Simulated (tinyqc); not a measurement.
Inside a calculation (part 1 of 2). Method: coupled-perturbed Hartree-Fock on RHF in the sto-3g basis, for H3O+, spin multiplicity 1. Computed by tinyqc, a small Python program that keeps every step (integrals from PySCF). Settings: charge = 1, multiplicity = 1, basis = sto-3g, method = RHF, energy threshold = 1e-10, iteration cap = 62, orthogonalisation = symmetric, start = atomic densities, DIIS depth = 6. Command: `OMP_NUM_THREADS=1 python tinyqc.py 22310 22311 out.jsonl` (the two numbers bound the seeds that draw the settings). One thread of a shared host (Intel(R) Xeon(R) Processor @ 2.60GHz), about 0.2 s of CPU time with the checks. The early iterations of the SCF are left out here.

## One-electron integrals

Geometry (angstrom):
```
atom          x          y         z
O      0.000000   0.000000  0.058000
H      1.045000   0.000000  0.000000
H     -0.523000   0.905000  0.000000
H     -0.523000  -0.905000  0.000000
```

Basis sto-3g: exponents (1/bohr^2) and contraction coefficients of normalised primitives:
```
element  l (shell)    exponent  coefficient
O            s (1)  130.709320     0.154329
O            s (1)   23.808861     0.535328
O            s (1)    6.443608     0.444635
O            s (2)    5.033151    -0.099967
O            s (2)    1.169596     0.399513
O            s (2)    0.380389     0.700115
O            p (3)    5.033151     0.155916
O            p (3)    1.169596     0.607684
O            p (3)    0.380389     0.391957
H            s (1)    3.425251     0.154329
H            s (1)    0.623914     0.535328
H            s (1)    0.168855     0.444635
```

Overlap, kinetic and nuclear-attraction integrals over the contracted functions; the nuclear repulsion is the sum of Za Zb / Rab.

nuclear repulsion = 13.00967446 hartree

overlap S:
```
           1O 1s     1O 2s     1O 2px     1O 2py     1O 2pz      2H 1s      3H 1s      4H 1s
1O 1s   1.000000  0.236704   0.000000   0.000000   0.000000   0.043620   0.043594   0.043594
1O 2s   0.236704  1.000000   0.000000   0.000000   0.000000   0.418054   0.417900   0.417900
1O 2px  0.000000  0.000000   1.000000   0.000000   0.000000   0.360385  -0.180274  -0.180274
1O 2py  0.000000  0.000000   0.000000   1.000000   0.000000   0.000000   0.311947  -0.311947
1O 2pz  0.000000  0.000000   0.000000   0.000000   1.000000  -0.020002  -0.019992  -0.019992
2H 1s   0.043620  0.418054   0.360385   0.000000  -0.020002   1.000000   0.161449   0.161449
3H 1s   0.043594  0.417900  -0.180274   0.311947  -0.019992   0.161449   1.000000   0.161557
4H 1s   0.043594  0.417900  -0.180274  -0.311947  -0.019992   0.161449   0.161557   1.000000
```

kinetic energy T (hartree):
```
            1O 1s      1O 2s     1O 2px     1O 2py     1O 2pz      2H 1s      3H 1s      4H 1s
1O 1s   29.003200  -0.168011   0.000000   0.000000   0.000000  -0.007104  -0.007112  -0.007112
1O 2s   -0.168011   0.808128   0.000000   0.000000   0.000000   0.089862   0.089764   0.089764
1O 2px   0.000000   0.000000   2.528731   0.000000   0.000000   0.219866  -0.109928  -0.109928
1O 2py   0.000000   0.000000   0.000000   2.528731   0.000000   0.000000   0.190220  -0.190220
1O 2pz   0.000000   0.000000   0.000000   0.000000   2.528731  -0.012203  -0.012191  -0.012191
2H 1s   -0.007104   0.089862   0.219866   0.000000  -0.012203   0.760032  -0.006470  -0.006470
3H 1s   -0.007112   0.089764  -0.109928   0.190220  -0.012191  -0.006470   0.760032  -0.006458
4H 1s   -0.007112   0.089764  -0.109928  -0.190220  -0.012191  -0.006470  -0.006458   0.760032
```

nuclear attraction V (hartree):
```
             1O 1s       1O 2s      1O 2px      1O 2py      1O 2pz      2H 1s      3H 1s      4H 1s
1O 1s   -62.135045   -7.542062    0.000003    0.000000    0.002158  -1.424640  -1.423770  -1.423770
1O 2s    -7.542062  -10.557252    0.000046    0.000000    0.026075  -3.445834  -3.444335  -3.444335
1O 2px    0.000003    0.000046  -10.533938    0.000000    0.000001  -2.637106   1.319070   1.319070
1O 2py    0.000000    0.000000    0.000000  -10.533735    0.000000   0.000000  -2.282456   2.282456
1O 2pz    0.002158    0.026075    0.000001    0.000000  -10.382908   0.153008   0.152920   0.152920
2H 1s    -1.424640   -3.445834   -2.637106    0.000000    0.153008  -5.752029  -1.059927  -1.059927
3H 1s    -1.423770   -3.444335    1.319070   -2.282456    0.152920  -1.059927  -5.751249  -1.060420
4H 1s    -1.423770   -3.444335    1.319070    2.282456    0.152920  -1.059927  -1.060420  -5.751249
```

core Hamiltonian H = T + V (hartree):
```
             1O 1s      1O 2s     1O 2px     1O 2py     1O 2pz      2H 1s      3H 1s      4H 1s
1O 1s   -33.131845  -7.710073   0.000003   0.000000   0.002158  -1.431744  -1.430882  -1.430882
1O 2s    -7.710073  -9.749124   0.000046   0.000000   0.026075  -3.355972  -3.354571  -3.354571
1O 2px    0.000003   0.000046  -8.005207   0.000000   0.000001  -2.417239   1.209142   1.209142
1O 2py    0.000000   0.000000   0.000000  -8.005004   0.000000   0.000000  -2.092236   2.092236
1O 2pz    0.002158   0.026075   0.000001   0.000000  -7.854177   0.140805   0.140729   0.140729
2H 1s    -1.431744  -3.355972  -2.417239   0.000000   0.140805  -4.991997  -1.066397  -1.066397
3H 1s    -1.430882  -3.354571   1.209142  -2.092236   0.140729  -1.066397  -4.991217  -1.066878
4H 1s    -1.430882  -3.354571   1.209142   2.092236   0.140729  -1.066397  -1.066878  -4.991217
```

## Two-electron integrals

Functions are numbered as in S; the eight-fold symmetry (ij|kl) = (ji|kl) = (kl|ij) leaves the list below.

Two-electron integrals (ij|kl) in chemists' order, unique and non-zero (hartree):
```
(11|11) 4.785065    (21|11) 0.741380    (21|21) 0.136873    (22|11) 1.118947
(22|21) 0.256633    (22|22) 0.817206    (31|31) 0.024477    (32|31) 0.037809
(32|32) 0.180518    (33|11) 1.115814    (33|21) 0.256684    (33|22) 0.817023
(33|33) 0.880159    (41|41) 0.024477    (42|41) 0.037809    (42|42) 0.180518
(43|43) 0.047444    (44|11) 1.115814    (44|21) 0.256684    (44|22) 0.817023
(44|33) 0.785270    (44|44) 0.880159    (51|51) 0.024477    (52|51) 0.037809
(52|52) 0.180518    (53|53) 0.047444    (54|54) 0.047444    (55|11) 1.115814
(55|21) 0.256684    (55|22) 0.817023    (55|33) 0.785270    (55|44) 0.785270
(55|55) 0.880159    (61|11) 0.138486    (61|21) 0.025359    (61|22) 0.047269
(61|31) 0.001168    (61|32) 0.002192    (61|33) 0.047459    (61|44) 0.047177
(61|51) -0.000065   (61|52) -0.000122   (61|53) -0.000016   (61|55) 0.047178
(61|61) 0.004760    (62|11) 0.345000    (62|21) 0.080154    (62|22) 0.283567
(62|31) 0.006017    (62|32) 0.046429    (62|33) 0.293015    (62|44) 0.278683
(62|51) -0.000334   (62|52) -0.002577   (62|53) -0.000795   (62|55) 0.278728
(62|61) 0.015151    (62|62) 0.122959    (63|11) 0.251525    (63|21) 0.059180
(63|22) 0.223535    (63|31) 0.012173    (63|32) 0.083158    (63|33) 0.243424
(63|44) 0.213448    (63|51) -0.000216   (63|52) -0.001918   (63|53) -0.001132
(63|55) 0.213481    (63|61) 0.011669    (63|62) 0.117751    (63|63) 0.128755
(64|41) 0.008288    (64|42) 0.048607    (64|43) 0.009586    (64|54) -0.000532
(64|64) 0.017300    (65|11) -0.013960   (65|21) -0.003285   (65|22) -0.012407
(65|31) -0.000216   (65|32) -0.001918   (65|33) -0.012447   (65|44) -0.011847
(65|51) 0.008300    (65|52) 0.048714    (65|53) 0.009619    (65|55) -0.012913
(65|61) -0.000648   (65|62) -0.006535   (65|63) -0.006186   (65|65) 0.017644
(66|11) 0.492190    (66|21) 0.116206    (66|22) 0.472178    (66|31) 0.011066
(66|32) 0.118510    (66|33) 0.509264    (66|44) 0.453252    (66|51) -0.000614
(66|52) -0.006578   (66|53) -0.003109   (66|55) 0.453425    (66|61) 0.022148
(66|62) 0.260468    (66|63) 0.284672    (66|65) -0.015800   (66|66) 0.774606
(71|11) 0.138402    (71|21) 0.025344    (71|22) 0.047241    (71|31) -0.000584
(71|32) -0.001096   (71|33) 0.047219    (71|41) 0.001011    (71|42) 0.001896
(71|43) -0.000122   (71|44) 0.047360    (71|51) -0.000065   (71|52) -0.000122
(71|53) 0.000008    (71|54) -0.000014   (71|55) 0.047149    (71|61) 0.004668
(71|62) 0.014573    (71|63) 0.010528    (71|64) 0.000409    (71|65) -0.000624
(71|66) 0.021051    (71|71) 0.004754    (72|11) 0.344844    (72|21) 0.080118
(72|22) 0.283446    (72|31) -0.003010   (72|32) -0.023222   (72|33) 0.282151
(72|41) 0.005208    (72|42) 0.040184    (72|43) -0.006207   (72|44) 0.289305
(72|51) -0.000334   (72|52) -0.002575   (72|53) 0.000398    (72|54) -0.000688
(72|55) 0.278609    (72|61) 0.014575    (72|62) 0.095680    (72|63) 0.070122
(72|64) 0.010755    (72|65) -0.004926   (72|66) 0.161934    (72|71) 0.015135
(72|72) 0.122862    (73|11) -0.125807   (73|21) -0.029601   (73|22) -0.111810
(73|31) 0.009256    (73|32) 0.057231    (73|33) -0.117706   (73|41) -0.001683
(73|42) -0.014963   (73|43) 0.010638    (73|44) -0.110816   (73|51) 0.000108
(73|52) 0.000959    (73|53) -0.000682   (73|54) 0.000260    (73|55) -0.106781
(73|61) -0.004915   (73|62) -0.025779   (73|63) -0.006550   (73|64) -0.002250
(73|65) 0.001295    (73|66) -0.032975   (73|71) -0.005833   (73|72) -0.058876
(73|73) 0.045172    (74|11) 0.217697    (74|21) 0.051221    (74|22) 0.193476
(74|31) -0.001683   (74|32) -0.014963   (74|33) 0.187086    (74|41) 0.011195
(74|42) 0.074477    (74|43) -0.008846   (74|44) 0.208348    (74|51) -0.000187
(74|52) -0.001659   (74|53) 0.000260    (74|54) -0.000981   (74|55) 0.184774
(74|61) 0.009322    (74|62) 0.066100    (74|63) 0.048054    (74|64) 0.019922
(74|65) -0.003344   (74|66) 0.113337    (74|71) 0.010093    (74|72) 0.101879
(74|73) -0.048255   (74|74) 0.100785    (75|11) -0.013952   (75|21) -0.003283
(75|22) -0.012400   (75|31) 0.000108    (75|32) 0.000959    (75|33) -0.011990
(75|41) -0.000187   (75|42) -0.001659   (75|43) 0.000260    (75|44) -0.012289
(75|51) 0.008296    (75|52) 0.048690    (75|53) -0.004811   (75|54) 0.008325
(75|55) -0.012905   (75|61) -0.000624   (75|62) -0.004926   (75|63) -0.003543
(75|64) -0.000552   (75|65) 0.013130    (75|66) -0.009069   (75|71) -0.000647
(75|72) -0.006529   (75|73) 0.003093    (75|74) -0.005351   (75|75) 0.017628
(76|11) 0.101920    (76|21) 0.023857    (76|22) 0.090521    (76|31) 0.000728
(76|32) 0.006515    (76|33) 0.091148    (76|41) 0.001262    (76|42) 0.011292
(76|43) 0.000359    (76|44) 0.091563    (76|51) -0.000162   (76|52) -0.001448
(76|53) -0.000170   (76|54) -0.000294   (76|55) 0.088753    (76|61) 0.004442
(76|62) 0.037458    (76|63) 0.033526    (76|64) 0.003956    (76|65) -0.002241
(76|66) 0.079495    (76|71) 0.004440    (76|72) 0.037444    (76|73) -0.013348
(76|74) 0.030999    (76|75) -0.002240   (76|76) 0.013889    (77|11) 0.492085
(77|21) 0.116181    (77|22) 0.472093    (77|31) -0.005535   (77|32) -0.059283
(77|33) 0.467192    (77|41) 0.009578    (77|42) 0.102584    (77|43) -0.024259
(77|44) 0.495151    (77|51) -0.000614   (77|52) -0.006574   (77|53) 0.001555
(77|54) -0.002690   (77|55) 0.453345    (77|61) 0.021060    (77|62) 0.161975
(77|63) 0.114646    (77|64) 0.028166    (77|65) -0.009072   (77|66) 0.290322
(77|71) 0.022130    (77|72) 0.260345    (77|73) -0.142383   (77|74) 0.246380
(77|75) -0.015790   (77|76) 0.079495    (77|77) 0.774606    (81|11) 0.138402
(81|21) 0.025344    (81|22) 0.047241    (81|31) -0.000584   (81|32) -0.001096
(81|33) 0.047219    (81|41) -0.001011   (81|42) -0.001896   (81|43) 0.000122
(81|44) 0.047360    (81|51) -0.000065   (81|52) -0.000122   (81|53) 0.000008
(81|54) 0.000014    (81|55) 0.047149    (81|61) 0.004668    (81|62) 0.014573
(81|63) 0.010528    (81|64) -0.000409   (81|65) -0.000624   (81|66) 0.021051
(81|71) 0.004666    (81|72) 0.014567    (81|73) -0.005620   (81|74) 0.008908
(81|75) -0.000623   (81|76) 0.004305    (81|77) 0.021048    (81|81) 0.004754
(82|11) 0.344844    (82|21) 0.080118    (82|22) 0.283446    (82|31) -0.003010
(82|32) -0.023222   (82|33) 0.282151    (82|41) -0.005208   (82|42) -0.040184
(82|43) 0.006207    (82|44) 0.289305    (82|51) -0.000334   (82|52) -0.002575
(82|53) 0.000398    (82|54) 0.000688    (82|55) 0.278609    (82|61) 0.014575
(82|62) 0.095680    (82|63) 0.070122    (82|64) -0.010755   (82|65) -0.004926
(82|66) 0.161934    (82|71) 0.014567    (82|72) 0.095653    (82|73) -0.044403
(82|74) 0.055328    (82|75) -0.004924   (82|76) 0.029974    (82|77) 0.161944
(82|81) 0.015135    (82|82) 0.122862    (83|11) -0.125807   (83|21) -0.029601
(83|22) -0.111810   (83|31) 0.009256    (83|32) 0.057231    (83|33) -0.117706
(83|41) 0.001683    (83|42) 0.014963    (83|43) -0.010638   (83|44) -0.110816
(83|51) 0.000108    (83|52) 0.000959    (83|53) -0.000682   (83|54) -0.000260
(83|55) -0.106781   (83|61) -0.004915   (83|62) -0.025779   (83|63) -0.006550
(83|64) 0.002250    (83|65) 0.001295    (83|66) -0.032975   (83|71) -0.005620
(83|72) -0.044403   (83|73) 0.033174    (83|74) -0.025164   (83|75) 0.002251
(83|76) -0.010449   (83|77) -0.081778   (83|81) -0.005833   (83|82) -0.058876
(83|83) 0.045172    (84|11) -0.217697   (84|21) -0.051221   (84|22) -0.193476
(84|31) 0.001683    (84|32) 0.014963    (84|33) -0.187086   (84|41) 0.011195
(84|42) 0.074477    (84|43) -0.008846   (84|44) -0.208348   (84|51) 0.000187
(84|52) 0.001659    (84|53) -0.000260   (84|54) -0.000981   (84|55) -0.184774
(84|61) -0.009322   (84|62) -0.066100   (84|63) -0.048054   (84|64) 0.019922
(84|65) 0.003344    (84|66) -0.113337   (84|71) -0.008908   (84|72) -0.055328
(84|73) 0.025164    (84|74) -0.019739   (84|75) 0.002791    (84|76) -0.018075
(84|77) -0.085178   (84|81) -0.010093   (84|82) -0.101879   (84|83) 0.048255
(84|84) 0.100785    (85|11) -0.013952   (85|21) -0.003283   (85|22) -0.012400
(85|31) 0.000108    (85|32) 0.000959    (85|33) -0.011990   (85|41) 0.000187
(85|42) 0.001659    (85|43) -0.000260   (85|44) -0.012289   (85|51) 0.008296
(85|52) 0.048690    (85|53) -0.004811   (85|54) -0.008325   (85|55) -0.012905
(85|61) -0.000624   (85|62) -0.004926   (85|63) -0.003543   (85|64) 0.000552
(85|65) 0.013130    (85|66) -0.009069   (85|71) -0.000623   (85|72) -0.004924
(85|73) 0.002251    (85|74) -0.002791   (85|75) 0.013126    (85|76) -0.001733
(85|77) -0.009069   (85|81) -0.000647   (85|82) -0.006529   (85|83) 0.003093
(85|84) 0.005351    (85|85) 0.017628    (86|11) 0.101920    (86|21) 0.023857
(86|22) 0.090521    (86|31) 0.000728    (86|32) 0.006515    (86|33) 0.091148
(86|41) -0.001262   (86|42) -0.011292   (86|43) -0.000359   (86|44) 0.091563
(86|51) -0.000162   (86|52) -0.001448   (86|53) -0.000170   (86|54) 0.000294
(86|55) 0.088753    (86|61) 0.004442    (86|62) 0.037458    (86|63) 0.033526
(86|64) -0.003956   (86|65) -0.002241   (86|66) 0.079495    (86|71) 0.004305
(86|72) 0.029974    (86|73) -0.010449   (86|74) 0.018075    (86|75) -0.001733
(86|76) 0.011261    (86|77) 0.051685    (86|81) 0.004440    (86|82) 0.037444
(86|83) -0.013348   (86|84) -0.030999   (86|85) -0.002240   (86|86) 0.013889
(87|11) 0.101960    (87|21) 0.023867    (87|22) 0.090563    (87|31) -0.001458
(87|32) -0.013056   (87|33) 0.091819    (87|44) 0.090981    (87|51) -0.000162
(87|52) -0.001448   (87|53) 0.000340    (87|55) 0.088794    (87|61) 0.004309
(87|62) 0.029998    (87|63) 0.020889    (87|65) -0.001734   (87|66) 0.051710
(87|71) 0.004441    (87|72) 0.037468    (87|73) -0.020212   (87|74) 0.027062
(87|75) -0.002242   (87|76) 0.011268    (87|77) 0.079557    (87|81) 0.004441
(87|82) 0.037468    (87|83) -0.020212   (87|84) -0.027062   (87|85) -0.002242
(87|86) 0.011268    (87|87) 0.013909    (88|11) 0.492085    (88|21) 0.116181
(88|22) 0.472093    (88|31) -0.005535   (88|32) -0.059283   (88|33) 0.467192
(88|41) -0.009578   (88|42) -0.102584   (88|43) 0.024259    (88|44) 0.495151
(88|51) -0.000614   (88|52) -0.006574   (88|53) 0.001555    (88|54) 0.002690
(88|55) 0.453345    (88|61) 0.021060    (88|62) 0.161975    (88|63) 0.114646
(88|64) -0.028166   (88|65) -0.009072   (88|66) 0.290322    (88|71) 0.021048
(88|72) 0.161944    (88|73) -0.081778   (88|74) 0.085178    (88|75) -0.009069
(88|76) 0.051685    (88|77) 0.290387    (88|81) 0.022130    (88|82) 0.260345
(88|83) -0.142383   (88|84) -0.246380   (88|85) -0.015790   (88|86) 0.079495
(88|87) 0.079557    (88|88) 0.774606
```

## Orthogonalisation

S = U s U^T; symmetric (Loewdin) form X = U s^(-1/2) U^T, so that X^T S X = 1.

eigenvalues of S: 0.386770  0.470530  0.470728  0.980611  1.005952  1.367715  1.368057  1.949637

X:
```
            1O 1s      1O 2s     1O 2px     1O 2py     1O 2pz      2H 1s      3H 1s      4H 1s
1O 1s    1.024678  -0.146153   0.000000   0.000000   0.001093   0.019209   0.019202   0.019202
1O 2s   -0.146153   1.257043   0.000016   0.000000  -0.011003  -0.236497  -0.236340  -0.236340
1O 2px   0.000000   0.000016   1.102186   0.000000  -0.000001  -0.242090   0.121068   0.121068
1O 2py   0.000000   0.000000   0.000000   1.102042   0.000000   0.000000  -0.209515   0.209515
1O 2pz   0.001093  -0.011003  -0.000001   0.000000   1.000515   0.011109   0.011100   0.011100
2H 1s    0.019209  -0.236497  -0.242090   0.000000   0.011109   1.156728  -0.053928  -0.053928
3H 1s    0.019202  -0.236340   0.121068  -0.209515   0.011100  -0.053928   1.156602  -0.053949
4H 1s    0.019202  -0.236340   0.121068   0.209515   0.011100  -0.053928  -0.053949   1.156602
```
